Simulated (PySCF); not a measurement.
Computed with PySCF with ωB97X-D3(BJ)/def2-TZVP // PBE0-D3(BJ)/def2-TZVP. Gas-phase values, no solvent. 

Reference species (SMILES): `[OH]` (neutral, multiplicity 2).

The dipole moment is 1.77 D.

Changed species: `[BH2]` (radical fragment; the reference has radical fragment).

Q: What does the change do to the dipole moment?

A: the dipole moment falls by 1.23 D, to 0.54 D.
